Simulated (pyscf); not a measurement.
PySCF, gas phase, ωB97X-D3(BJ)/def2-SVP geometries.

Question: cyclopropane (SMILES C1CC1) + Br atom (Br•) → •H₂C–CH₂–CH₂–Br
Surface: doublet. Broken: C–C. Formed: Br–C. Give ΔE‡ and ΔE from r²SCAN/def2-TZVP, relative to the separated reactants.

Answer: ΔE‡ = 1.0 kJ/mol, ΔE = -72.5 kJ/mol. ωB97M-D3(BJ)/def2-TZVP gives 47.0 kJ/mol and -40.6 kJ/mol. Zero-point energy shifts the barrier by -3.6 kJ/mol. It is a ring opening by addition, with an imaginary mode of 803i cm⁻¹. cyclopropane lies 27.5 kJ/mol over its isomer H₂C=CH–CH₃, and others may lie lower still (electronic energy, ωB97M-D3(BJ)). One saddle was located; it need not be the lowest between these sides. Left out: the spin-orbit lowering of Br, which is large for Br, Se, Te and I. Elements up to Kr have no core potential and no relativistic terms here.
